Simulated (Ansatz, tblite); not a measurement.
# The cluster ZnTe2: rung by rung

Aim: run the singlet of the cluster ZnTe2 at one geometry on many levels, and compare frontier levels, spin and run time.

Method: as each input shows; program: Ansatz 0.2.0, Gaussian basis.

Plan: GFN1-xTB, GFN2-xTB, PBE-D4/def2-TZVP, r2SCAN-D4/def2-TZVP, B3LYP-D4/def2-TZVP, revPBE-D4/def2-TZVP, B2PLYP/def2-TZVP, LC-ωPBE/def2-TZVP, BLYP-D4/def2-TZVP, PBE+5HF/def2-TZVP, PBE+10HF/def2-TZVP, PBE+15HF/def2-TZVP, PBE+35HF/def2-TZVP, PBE+50HF/def2-TZVP, PBE-D4/def2-SVP, PBE0-D4/def2-SVP, PBE0-D4/def2-TZVPD, PBE-D4/def2-TZVPD, r2SCAN-D4/def2-TZVPD, CCSD(T)/def2-TZVPP, MP2/def2-TZVP, RPA/def2-TZVP.

3 further runs of the same task are left out: 3 set aside as unsound or not needed. Runs told in other sessions of the task aren't counted.

### Step 1. The relaxed structure

The geometry is that of the singlet, from an earlier relaxation (B3LYP-D4/def2-TZVP). At that level it is the lowest of the isomers that a small search found.

3 atoms, charge 0, spin multiplicity 1.

Bond lengths: Zn1–Te2 2.499 Å, Zn1–Te3 2.499 Å, Te2–Te3 3.029 Å. Angles: Te2–Zn1–Te3 74.6°, Zn1–Te2–Te3 52.7°, Zn1–Te3–Te2 52.7°.

Te takes a core potential in the def2 sets. No spin-orbit coupling is included.

PBE0-D4/def2-TZVP was run before; its log isn't repeated, and its numbers join the tables.

### Step 2. GFN1-xTB

Tight binding, by tblite at 300 K electronic temperature and without a spin-polarisation term:

```python
tblite.interface.Calculator('GFN1-xTB', numbers, positions, charge=0, uhf=0).singlepoint()
```

Energy -228.2667 eV, HOMO -9.11 eV, LUMO -7.47 eV; 0.002 s.

### Step 3. GFN2-xTB

Tight binding, by tblite at 300 K electronic temperature and without a spin-polarisation term:

```python
tblite.interface.Calculator('GFN2-xTB', numbers, positions, charge=0, uhf=0).singlepoint()
```

Energy -183.8736 eV, HOMO -9.21 eV, LUMO -7.35 eV; 0.003 s.

### Step 4. PBE-D4/def2-TZVP

start.molden holds the orbitals of an earlier run on this state, given as this run's starting guess.

File in.yaml:

```yaml
crystal:
  periodic: [false, false, false]
  atoms:
    - {symbol: Zn, position_ang: [-1.264048, 0.222010, -0.329429]}
    - {symbol: Te, position_ang: [0.295242, -1.552535, 0.485259]}
    - {symbol: Te, position_ang: [0.968807, 1.330525, -0.155830]}
basis:
  gaussian: {orbitals: def2-TZVP, initial_orbitals: start.molden}
hamiltonian: {xc: pbe, dispersion: d4}
scf: {omitted_lower_state_checks: [starts]}
output: {orbitals: {seedname: orbitals}}
```

Run with:

```bash
ansatz run in.yaml --threads 4 --pin off --events-out ev --progress --plain --max-ram 3916MiB
```

The runs that follow: r2SCAN-D4/def2-TZVP; B3LYP-D4/def2-TZVP; revPBE-D4/def2-TZVP; B2PLYP/def2-TZVP; LC-ωPBE/def2-TZVP; BLYP-D4/def2-TZVP; PBE+5HF/def2-TZVP; PBE+10HF/def2-TZVP; PBE+15HF/def2-TZVP; PBE+35HF/def2-TZVP; PBE+50HF/def2-TZVP; PBE-D4/def2-SVP; PBE0-D4/def2-SVP; PBE0-D4/def2-TZVPD; PBE-D4/def2-TZVPD; r2SCAN-D4/def2-TZVPD; CCSD(T)/def2-TZVPP; MP2/def2-TZVP; RPA/def2-TZVP.

**Question.** What will the summary of the whole plan be? Wanted: gap in def2-TZVP, named functionals, smallest and largest; gap over the share of exact exchange; correlation energy, CCSD(T)/def2-TZVPP; correlation energy, MP2/def2-TZVP; binding an atom, CCSD(T)/def2-TZVPP; PBE0 total energy, smallest basis above largest.

The runs gave:

| quantity | value |
| --- | --- |
| gap in def2-TZVP, named functionals, smallest and largest | 0.22 eV (BLYP-D4), 6.05 eV (LC-ωPBE) |
| gap over the share of exact exchange | 0.32 eV at 0, 3.48 eV at 0.5 |
| correlation energy, CCSD(T)/def2-TZVPP | -36.74 eV |
| correlation energy, MP2/def2-TZVP | -36.05 eV |
| binding an atom, CCSD(T)/def2-TZVPP | 0.980 eV |
| PBE0 total energy, smallest basis above largest | 7.56 eV (def2-SVP, def2-TZVPD) |

What this shows: Over the named functionals in def2-TZVP the gap runs from 0.22 eV (BLYP-D4) to 6.05 eV (LC-ωPBE); exact exchange widens it. Raising the share of exact exchange from 0 to 0.5 moves the HOMO by -1.83 eV and the LUMO by +1.33 eV. The functionals in def2-TZVP miss CCSD(T)/def2-TZVPP by -0.039 (LC-ωPBE) to +0.250 eV (PBE-D4) an atom. CCSD(T)/def2-TZVPP isn't at the basis-set limit; small misses against it rank nothing.
